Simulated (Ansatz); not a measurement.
Compare A (`CC1(O)C=N1`) with its isomer B (`CCOC#N`).

Calculated with Ansatz (gas phase, PBE0-D4/def2-TZVP geometries, no zero-point term in ΔE). CBS: MP2 limit from def2 TZ/QZ plus the TZ coupled-cluster correction, frozen cores. Functionals use def2-TZVPP. B3LYP here is the variant with VWN-RPA as its local correlation; programs differ in this. One conformer a species, not always the lowest.

(1) Which is lower in electronic energy at CCSD(T)/CBS, and by how much? (Estimate.)

(2) Give E(B) − E(A) in kJ/mol with CCSD(T)/def2-SVP, B3LYP-D4, HF/def2-TZVPP, BLYP-D4, CCSD/def2-TZVPP, r2SCAN-D4, MP2/def2-TZVPP. (An estimate is asked.)

(3) Does the order hold for the free energy at 298.15 K (harmonic terms from PBE0-D4)? (Estimate.)

Largest T1 diagnostic: 0.013.

Results:

(1) Computed: B, by 85.0 kJ/mol.

(2) Ansatz gave: CCSD(T)/def2-SVP -96.5, B3LYP-D4 -98.5, HF/def2-TZVPP -122.7, BLYP-D4 -101.5, CCSD/def2-TZVPP -96.0, r2SCAN-D4 -84.2, MP2/def2-TZVPP -90.5. None reverses the order clearly.

(3) Computed: Yes: G(B) − G(A) = -83.2 kJ/mol, for one conformer each.

In def2-TZVPP, CCSD(T) changes the Hartree–Fock value by +29.7 kJ/mol (the triples alone add +3.0 kJ/mol) and MP2 by +32.3 kJ/mol. At CCSD(T), def2-SVP lies −11.5 kJ/mol from the extrapolated value and def2-TZVPP −8.0 kJ/mol.
